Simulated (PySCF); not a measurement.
Species: sulfuryl chloride fluoride, ClFO₂S.
Geometry (PBE0-D3(BJ)/def2-TZVP, Å), atoms numbered from 1 in this order:
```xyz
5
ClFO2S angstrom
O     -0.026   -1.069   -1.091
S     -0.051   -0.205    0.024
O     -0.146   -0.649    1.359
F     -1.207    0.803   -0.206
Cl     1.463    1.085   -0.124
```

The closed-shell ground state was solved at several levels (PySCF, density fitting, gas phase, non-relativistic). Geometry: PBE0-D3(BJ)/def2-TZVP; no solvent, vibrations or thermal averaging.

| level | basis functions | total energy (Eh) | HOMO (eV) | LUMO (eV) | gap (eV) | dipole (D) |
| --- | --- | --- | --- | --- | --- | --- |
| PBE0/pcSseg-2 | 194 | -1108.2755 | -10.12 | -2.05 | 8.07 | 1.68 |
| B97-2/pcSseg-2 | 194 | -1108.7883 | -9.84 | -2.14 | 7.70 | 1.65 |
| KT3/pcSseg-2 | 194 | -1117.8083 | -8.65 | -3.16 | 5.49 | 1.49 |

Q: What might wB97X-D/pcSseg-2 (194 basis functions) give for the same quantities?

A: Total energy -1108.7266 Eh, HOMO -12.02 eV, LUMO -0.23 eV, gap 11.79 eV, dipole 1.71 D.

Q: Over all these levels, which gives the widest orbital gap and which the narrowest?

A: wB97X-D/pcSseg-2 (range-separated hybrid) has the widest, 11.79 eV, and KT3/pcSseg-2 (GGA) the narrowest, 5.49 eV. From the narrowest to the widest the HOMO moves by -3.37 eV and the LUMO by +2.93 eV.

Q: In the pcSseg-2 basis, how does the gap go with the fixed share of exact exchange?

A: KT3 (0 %) 5.49 eV; B97-2 (21 %) 7.70 eV; PBE0 (25 %) 8.07 eV. Each rise in the share widens the gap here.

Q: How far do the dipole and the HOMO energy spread over the levels?

A: The dipole runs from 1.49 to 1.71 D (mean 1.63 D) and the HOMO from -12.02 to -8.65 eV.

wB97X-D is run here without its empirical dispersion term; that term would change no orbital, density or response property at a fixed geometry.
